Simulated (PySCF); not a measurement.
## Working out the ionisation energy of Be

Be [He] 2s2 (1S) → Be⁺ [He] 2s1 (2S). Calculation: PySCF 2.14, in aug-cc-pCVDZ (5s4p2d, 27 functions); the non-relativistic Hamiltonian (point nucleus). Frozen: nothing. Energies in hartree (1 hartree = 27.21139 eV):

```
            part  Be (lower)  Be⁺ (upper)
             UHF  -14.572379   -14.276618
CCSD correlation   -0.079285    -0.034536
             (T)   -0.000245    -0.000005
```

Task: What does Hartree-Fock give?

Result: (-14.276618) − (-14.572379) = 0.295761 hartree = 8.048 eV.

Task: What do CCSD and CCSD(T) give?

Result: The CCSD correlation energies differ by 0.044749 hartree = 1.218 eV and the triples by 0.000240 hartree = 0.007 eV, so CCSD gives 9.266 eV and CCSD(T) 9.273 eV.

Measured between the centres of the two terms (NIST): 9.323 eV, so CCSD(T) (valence and next inner shell) is off by -0.050 eV.

A double-zeta basis recovers only part of the correlation energy.

What remains against the reference includes basis incompleteness and higher excitations.
